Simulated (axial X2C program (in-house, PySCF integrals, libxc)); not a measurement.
# Low determinants of SiB⁻ at the PBE0 level, 2c

Calculated with an in-house all-electron X2C program for linear molecules (integrals from PySCF). Two-component (2c) means X2C with spin–orbit coupling and atomic mean-field two-electron Coulomb and Gaunt terms. Basis: Si dyall-av3z [9s8p3d2f], B dyall-av3z [8s7p3d2f] (cores contracted in-house); Gaussian nuclei, density fitting, unrestricted open shells. Masses: Si 27.977 u, B 11.009 u.

Search at 1.867 Å (vertical energies from the lowest determinant):

```csv
ΔE (eV),state,electrons beyond evenly filled partner blocks,"electrons in ±ω = 1/2, 3/2, 5/2, 7/2"
0.00,Ω = 2,"ω = 1/2, ω = 3/2",17 3 0 0
0.13,Ω = 1,"ω = -1/2, ω = 3/2",17 3 0 0
0.14,Ω = 1,2 × ω = 1/2,16 4 0 0
0.61,Ω = 0,none,16 4 0 0
1.11,Ω = 0,none,18 2 0 0
1.70,Ω = 3,2 × ω = 3/2,16 4 0 0
2.79,Ω = 4,"2 × ω = 1/2, 2 × ω = 3/2",16 4 0 0
```

Lowest determinant, Ω = 2 (⟨Sz⟩ = 1.00, ⟨Lz⟩ = 1.00 at PBE0): Re = 1.862 Å, ωe = 818.0 cm⁻¹.

The determinant in row 2 of the search, Ω = 1 (⟨Sz⟩ = 0.00, ⟨Lz⟩ = 1.00 at PBE0), was followed along the bond at PBE0; measured from the minimum of the lowest determinant it gives:

Te = 0.132 eV (1068 cm⁻¹), Re = 1.868 Å, ωe = 808.4 cm⁻¹.

(1) Compare the bond of the determinant in row 2 with that of the lowest one.

The search compares states at one distance, so a state with another bond length can lie lower; it is not exhaustive and yields mostly the lowest determinant of each block pattern, so other components and higher states of one pattern are missing. These are energies of single determinants, not of spin-adapted states; PBE0 term energies can be off by some tenths of an eV, and the functional has no current term. Open-shell Ω = 0 determinants with evenly filled partner blocks cannot be reached by this program, so the Ω shown need not be the lowest component. The lowest determinant need not be the ground state where others lie within half an eV. For an anion, determinants above electron detachment are held by the basis set. The highest occupied level of some functionals is positive through self-interaction error; at Hartree–Fock it is bound. Row 1 has a positive highest level at its minimum. Row 2 has a positive highest level at its minimum.

## Answers

(1) At PBE0 its Re is 0.006 Å longer and its force constant, which goes as ωe², is 0.98 times that of the lowest determinant. This determinant mixes spin states, so it has no term energy of its own.
